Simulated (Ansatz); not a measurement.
# C₂H₃FS₂: up Jacob's ladder to CCSD(T)

An exercise on one series of results from a longer session: the logs are not shown, and one member is left open.

Computed with Ansatz 0.2.0, Gaussian basis. Level: functionals in def2-TZVPP, the program's frozen cores in correlated methods.

Plan: LDA (SPW92), PBE-D4, revPBE-D4, BLYP-D4, r2SCAN-D4, B97M-V, PBE0-D4, B3LYP-D4, r2SCANh-D4, r2SCAN0-D4, HSE06-D4, BHLYP-D4, CAM-B3LYP-D4, LC-ωPBE, ωB97X-V, ωB97M-V, B2PLYP, PBE-QIDH; CCSD(T)/def2-SVP; CCSD(T)/def2-TZVPP; MP2/def2-QZVPP; extrapolation to the limit; RPA on PBE.

## The relaxed structure

An earlier PBE0-D4 in a triple-zeta def2 set relaxation fixed the geometry.

SMILES `FCC(=S)S`, 8 atoms, charge 0, spin multiplicity 1.

Atoms are counted from 1 here; the program's logs count them from 0.

Bond lengths: F1–C2 1.379 Å, C2–C3 1.508 Å, C2–H6 1.093 Å, C2–H7 1.092 Å, C3–S4 1.624 Å, C3–S5 1.720 Å, S5–H8 1.347 Å. Angles: F1–C2–C3 114.2°, F1–C2–H6 108.3°, F1–C2–H7 108.3°, C3–C2–H6 108.4°, C3–C2–H7 108.4°, H6–C2–H7 109.2°, C2–C3–S4 119.0°, C2–C3–S5 119.1°, S4–C3–S5 121.9°, C3–S5–H8 97.4°.

Set-up of the first run:

in.yaml reads:

```yaml
crystal:
  periodic: [false, false, false]
  atoms:
    - {symbol: F, position_ang: [0.194699, -0.284423, 1.588757]}
    - {symbol: C, position_ang: [0.678163, 0.260047, 0.417541]}
    - {symbol: C, position_ang: [-0.212921, 0.043481, -0.779568]}
    - {symbol: S, position_ang: [0.254348, 0.622210, -2.223047]}
    - {symbol: S, position_ang: [-1.695053, -0.804708, -0.576438]}
    - {symbol: H, position_ang: [0.801102, 1.335671, 0.564961]}
    - {symbol: H, position_ang: [1.652455, -0.187308, 0.207715]}
    - {symbol: H, position_ang: [-1.580693, -1.042070, 0.744279]}
basis:
  gaussian: {orbitals: def2-TZVPP}
hamiltonian: {xc: lda}
output: {orbitals: {seedname: orbitals}}
```

Started as:

```console
$ ansatz run in.yaml --threads 2 --pin off --events-out ev --progress --plain --max-ram 4352MiB
```

Steps of the session up to this table: LDA; PBE-D4 (GGA); revPBE-D4 (GGA); BLYP-D4 (GGA); r2SCAN-D4 (meta-GGA); B97M-V (meta-GGA); B3LYP-D4 (hybrid); r2SCANh-D4 (hybrid); r2SCAN0-D4 (hybrid); HSE06-D4 (hybrid); BHLYP-D4 (hybrid); CAM-B3LYP-D4 (range-separated); LC-ωPBE (range-separated); ωB97X-V (range-separated); ωB97M-V (range-separated); B2PLYP (double hybrid); PBE-QIDH (double hybrid).

One of the session's tables, all rows but one given; the rest of the session is left out.

It belongs to the step «Frontier levels by functional». 

| functional | HOMO (eV) | LUMO (eV) | gap (eV) |
| --- | --- | --- | --- |
| LDA (SPW92) | -5.79 | -3.29 | 2.49 |
| PBE-D4 | -5.63 | -3.11 | 2.53 |
| revPBE-D4 | -5.57 | -3.04 | 2.54 |
| BLYP-D4 | -5.47 | -2.96 | 2.51 |
| r2SCAN-D4 | -5.87 | -3.03 | 2.84 |
| B97M-V | -5.94 | -2.97 | 2.96 |
| PBE0-D4 | -6.85 | -2.31 | 4.55 |
| B3LYP-D4 | -6.61 | -2.48 | 4.12 |
| r2SCANh-D4 | -6.33 | -2.73 | 3.60 |
| r2SCAN0-D4 | -7.01 | -2.26 | 4.75 |
| HSE06-D4 | ? | ? | ? |
| BHLYP-D4 | -7.93 | -1.32 | 6.61 |
| CAM-B3LYP-D4 | -8.17 | -1.21 | 6.96 |
| LC-ωPBE | -9.58 | -0.21 | 9.37 |
| ωB97X-V | -9.20 | -0.21 | 8.99 |
| ωB97M-V | -9.03 | -0.22 | 8.81 |

Estimate the missing values for HSE06-D4.

**Answer.** HOMO (eV): -6.45; LUMO (eV): -2.68; gap (eV): 3.77. In the column «HOMO (eV)» it lies between B3LYP-D4 (-6.61) and r2SCANh-D4 (-6.33).
